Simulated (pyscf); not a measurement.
`[F][GeH2][F]` → `[FH]` + `[F][GeH]` [singlet], a 1,1-elimination (singlet surface; F–Ge, Ge–H broken, F–H formed). Optimised with ωB97X-D3(BJ)/def2-SVP in PySCF. MP2 and CC: frozen core, UHF for open shells. ΔMP2 is the change of the MP2 total energy from the triple- to the quadruple-zeta basis. Energies in eV from the reactant's lowest minimum found.

Small-basis levels: PySCF, no dispersion term, spherical d functions. AM1 to PM7: differences of heats of formation from MOPAC. GFN2-xTB: tblite. 

```
level                             barrier  reaction energy
--------------------------------  -------  ---------------
HF/STO-3G                            4.73            +3.28
HF/3-21G                             3.90            +2.94
HF/6-31G*+LANL2DZ                    3.79            +2.14
B3LYP/STO-3G                         2.94            +3.66
B3LYP/3-21G                          2.78            +3.19
B3LYP/LANL2DZ                        2.64            +1.92
B3LYP/6-31G*+LANL2DZ                 2.84            +2.30
M06-2X/6-31G*+LANL2DZ                3.13            +2.40
GFN2-xTB                             2.25            +1.23
AM1                                  3.11            +1.49
PM3                                  3.18            +2.71
PM7                                  2.40            +1.20
CCSD(T)/def2-TZVPP + ΔMP2(QZVPP)     2.85            +1.90
```

Against the last row the barrier runs from -0.59 (GFN2-xTB) to +1.88 eV (HF/STO-3G). At B3LYP/STO-3G, B3LYP/3-21G this geometry lies under one side, so the entry may be no barrier of that level: it is a single point on another level's saddle. CCSD(T)/def2-TZVPP + ΔMP2(QZVPP) has limits of its own. On the product side the descent ends in a bound adduct (not fully relaxed), 0.41 eV under the separated species and 1.23 eV under the saddle at ωB97X-D3(BJ)/def2-TZVP. This is the saddle that the search found; another between the same sides may lie lower. The CCSD(T) − MP2 part came from Ansatz, without density fitting, on the same reference. The frozen core leaves the outer d or s,p core shells of the metals and heavy elements correlated in the MP2 and CC values, and def2-TZVPP describes them poorly, which can shift differences by a few kcal/mol. In the def2 sets elements up to Kr have no core potential.
